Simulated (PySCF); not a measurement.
## C$_{3}$H$_{6}$, SMILES `C=CC` (charge 0, multiplicity 1)

These are PBE0-D3(BJ)/def2-TZVP run with PySCF values and carry that method's errors.

| Item | Value |
|---|---|
| HOMO | -7.37 eV |
| dipole moment | 0.42 D |
| HOMO–LUMO gap | 7.83 eV |
| LUMO | 0.46 eV |
| total energy | -117.8005 Ha |
| cost | very roughly 19 core-seconds |

```xyz
9

C      1.3834    -0.0293     0.0648
C      0.1446     0.1285     0.5090
C     -1.0872    -0.0450    -0.3106
H      1.5827    -0.3060    -0.9664
H      2.2417     0.1113     0.7114
H     -0.0070     0.4063     1.5505
H     -1.6774     0.8767    -0.3322
H     -0.8467    -0.3223    -1.3387
H     -1.7342    -0.8202     0.1122
```
Charge 0, spin multiplicity 1.
